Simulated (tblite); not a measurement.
`C([CH+][CH2])(Cl)(Cl)Cl` [radical] (charge +1 and doublet state). The geometry is computed with GFN2-xTB (gas phase). This method treats the open shell by occupation alone, without spin polarisation.

```
atom  x, y, z in Å
C1     1.4015   -0.0879   -0.3395
C2     0.3369    0.4063    0.2780
C3    -1.1039   -0.0510    0.0382
Cl4   -1.4032   -0.7643   -1.5415
Cl5   -2.2887    1.2020    0.3903
Cl6   -1.0886   -1.3284    1.3374
H7     2.3639    0.3960   -0.2251
H8     1.3838   -0.9438   -0.9979
H9     0.4118    1.1771    1.0350
```

Which two atoms are farthest apart?

Cl5···H7, 4.76 Å; the next longest distance is 4.47 Å.

How far apart are these pairs, which share no bond: C3···H9, Cl4···H7, Cl5···H9, Cl6···H9, H7···H8?

C3···H9 2.191 Å (2 bonds apart); Cl4···H7 4.156 Å (4 bonds apart); Cl5···H9 2.777 Å (3 bonds apart); Cl6···H9 2.936 Å (3 bonds apart); H7···H8 1.831 Å (2 bonds apart).

Where is the centre of mass (commonest isotopes), and what is the radius of gyration?

Mass 143.930 u; centre at (-1.079, -0.190, 0.042) Å; Rg = √(Σ m r²/M) = 1.788 Å. As Ia + Ib + Ic = 2 Σ m r², the three principal moments sum to 920.5 u·Å².

What are the angles C2–C1–H7, C2–C1–H8, C1–C2–H9, C1–C2–C3, Cl4–C3–Cl6, C2–C3–Cl4?

From the scalar product of the two bond vectors; for C2–C1–H7 it is -0.7148 Å² over 1.3262 × 1.0833 Å², cos θ = -0.4975. C2–C1–H7 119.8°; C2–C1–H8 124.5°; C1–C2–H9 122.4°; C1–C2–C3 124.8°; Cl4–C3–Cl6 110.9°; C2–C3–Cl4 115.0°.

Write the matrix of distances between heavy atoms (Å, lower triangle).

```
C1    0.000
C2    1.326  0.000
C3    2.534  1.531  0.000
Cl4   3.125  2.776  1.759  0.000
Cl5   3.977  2.746  1.760  2.895  0.000
Cl6   3.248  2.483  1.822  2.950  2.956  0.000
```

Its GFN2-xTB frequencies are all real (lowest 91 cm⁻¹).

One conformer stands for the species.
